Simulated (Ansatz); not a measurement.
Z-matrix (Å, degrees):
```
C
C 1 1.497
H 1 1.094 2 110.5
H 1 1.090 2 111.0 3 -121.1
H 1 1.092 2 110.4 3 117.8
N 2 1.266 1 126.4 3 123.9
C 2 1.503 1 117.3 3 -54.2
H 6 1.021 2 110.8 1 -0.6
Cl 7 1.786 2 112.1 1 -56.5
H 7 1.087 2 109.4 1 -176.3
H 7 1.091 2 110.7 1 62.1
```

Charge 0, multiplicity 1.

**Question.** List the PBE/def2-TZVPP orbital energies in eV (the Gaussian-basis code of Ansatz). (Best estimate.)

**Answer.** The calculation gave: Occupied: -2738.95, -380.28, -270.62, -270.58, -269.25, -249.49, -190.27, -189.98, -189.97, -23.09, -21.31, -18.46, -17.22, -13.77, -12.26, -11.44, -11.08, -10.39, -10.14, -9.52, -7.79, -7.34, -7.14, -6.28. Lowest empty: -1.67, -0.16, 0.57, 1.25, 1.74, 1.94, 2.33, 2.69.
